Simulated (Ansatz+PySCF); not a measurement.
The numbers below are computed, except where a source is named.
A run of Ansatz (development build ahead of 0.2.0) on doublet C2H2(+) at this shape:

```yaml
atoms:
  - { symbol: C, position_ang: [0.0000, 0.0000, -0.6317] }
  - { symbol: C, position_ang: [0.0000, 0.0000, 0.6317] }
  - { symbol: H, position_ang: [0.0000, 0.0000, 1.7113] }
  - { symbol: H, position_ang: [0.0000, 0.0000, -1.7113] }
```

Its results:

```json
{
 "Converged": "yes",
 "Reference energy": "-76.48798 hartree",
 "Correlation energy": "-0.24989 hartree",
 "Total energy": "-76.73787 hartree",
 "Spin squared of the determinant": "0.755",
 "Stability test": "minimum",
 "Occupied orbitals by symmetry in an Abelian subgroup (alpha; beta)": "3 Ag 2 B1u 1 B2u 1 B3u; 3 Ag 2 B1u 1 B3u"
}
```

Forces (eV/Å):
```tsv
atom	Fx	Fy	Fz
C1	0.000	0.000	0.762
C2	0.000	0.000	-0.762
H3	0.000	0.000	-0.084
H4	0.000	0.000	0.084
```

(1) Which input gives this output? Name the method, the orbitals and the basis set, and write the input.

## Answers

(1) UHF-MP2 in cc-pVTZ.

```yaml
crystal:
  periodic: [false, false, false]
  atoms:
    - { symbol: C, position_ang: [0.0, 0.0, -0.63169] }
    - { symbol: C, position_ang: [0.0, 0.0, 0.63169] }
    - { symbol: H, position_ang: [0.0, 0.0, 1.71133] }
    - { symbol: H, position_ang: [0.0, 0.0, -1.71133] }
basis:
  gaussian: { orbitals: cc-pVTZ }
total_charge: 1
magnetization:
  spin_polarized: true
  initial_magnetization: 1
hamiltonian:
  xc: hf
correlation:
  method: mp2
  frozen_orbitals: { C: 1, H: 0 }
output:
  forces: true
```

Caution: MP2 on this radical cation hangs on the determinant chosen.
